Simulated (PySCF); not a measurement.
One of the candidates below gave these computed data.

All candidates are C4H6N2.

| technique | computed result |
| --- | --- |
| UV, first state | lowest singlet excitation: 6.34 eV (196 nm, f = 0.007) [TDDFT CAM-B3LYP/def2-SVPD] |
| Rotational structure | rotational constants A, B, C: 9.380, 3.665, 2.680 GHz [GFN2-xTB] |
| UV, strongest line | among the 8 lowest singlet transitions: S2 at 6.55 eV (189 nm, f = 0.156) [TDDFT CAM-B3LYP/def2-SVPD] |
| XPS | C1s 290.5, C1s 290.8, C1s 291.5, C1s 292.5, N1s 404.0, N1s 406.5 eV [ΔSCF SCAN, pcX-2 on the ionised atom, pcseg-1 elsewhere, spin-free X2C] |
| Dipole | 4.17 D [CAM-B3LYP/def2-SVPD] |
| Triplet | lowest triplet excitation (Tamm–Dancoff): 4.57 eV [TDA CAM-B3LYP/def2-SVPD] |
| Polarisability | 58.2 au [CAM-B3LYP/def2-SVPD] |

Electronic properties: PySCF, gas phase, density fitting. Levels stand in brackets. Isolated species at its GFN2-xTB geometry, gas phase.

Question: Which candidate is it?
A. `Cc1cnc[nH]1`
B. `Cn1ccnc1`
C. `Cn1cccn1`

Answer: B. It is `Cn1ccnc1`. Numbering: `[CH3:1][n:2]1[cH:3][cH:4][n:5][cH:6]1`. Its formula, C4H6N2, gives 3 degrees of unsaturation: 1 ring and 2 π bonds in the structure found (Kekulé form). The core levels belong to: C1s 290.5 eV, aromatic CH next to a ring nitrogen [C4]; C1s 290.8 eV, aromatic CH next to a ring nitrogen [C3]; C1s 291.5 eV, aromatic CH next to a ring nitrogen [C6]; C1s 292.5 eV, N-methyl carbon [C1]; N1s 404.0 eV, pyridine-type nitrogen [N5]; N1s 406.5 eV, pyrrole-type nitrogen [N2]. By its constants the optimised geometry is an asymmetric top.

The others, at the same levels:
- `Cc1cnc[nH]1` fails: its computed core binding energies are C1s 290.3, C1s 291.1, C1s 291.2, C1s 291.5, N1s 404.0, N1s 406.5 eV and lowest singlet excitation is 5.93 eV (209 nm, f = 0.001) (against 6.34 eV).
- `Cn1cccn1` fails: its computed lowest singlet excitation is 6.65 eV (186 nm, f = 0.122) (against 6.34 eV) and dipole moment is 2.36 D (against 4.17 D).
